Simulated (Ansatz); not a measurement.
Results of r²SCAN+rVV10 (Ansatz, a program for electronic structure, PAW) for CaB6-type LaB6.

Run with plane-wave cutoff 560 eV, 14×14×14 k mesh, Fermi–Dirac smearing 0.05 eV, scalar-relativistic PAW data made under PBE.

A third-order Birch–Murnaghan fit to the energies gives V0 = 10.186 Å³/atom, B0 = 182 GPa, B′ = 3.7.

```
V (Å³/atom)     P (GPa)
-----------  ----------
9.778        (withheld)
9.982        (withheld)
10.186             0.01
10.390       (withheld)
10.593       (withheld)
```

Task: Estimate the withheld pressures from this fit; the answers are the runs' own values.

Result: 
- 9.778, P (GPa): 8.01
- 9.982, P (GPa): 3.82
- 10.390, P (GPa): -3.47
- 10.593, P (GPa): -6.63

The formula P = (3/2) B0 (x^(7/3) − x^(5/3)) [1 + (3/4)(B′ − 4)(x^(2/3) − 1)] with x = V0/V meets the computed pressures within 0.02 GPa when these rounded values are put in.

Shape and atoms are relaxed at each volume.

Measured, for comparison: bulk modulus 164 ± 2 GPa (room temperature, not corrected to a static lattice, isothermal; as tabulated in LaB6 under pressure, Phys. Rev. B 80, 172104 (doi 10.1103/PhysRevB.80.172104)); equilibrium volume per atom 10.26 Å³/atom (296 K, not corrected to a static lattice; as tabulated in Tsubota and Kitagawa (2017), doi:10.1038/s41598-017-15766-y). Computed (rounded) less measured: bulk modulus +11 %, equilibrium volume per atom -0.7 %. A static lattice is as a rule a little smaller and stiffer than an uncorrected measurement, which narrows the difference in the equilibrium volume per atom and would widen misses of the other sign.

Note: the bulk modulus comes from volumes at which shape and atoms were relaxed.

Spin–orbit coupling is not included.

Static lattice: no zero-point or thermal effects.

It cost roughly 12 core-minutes of CPU time.
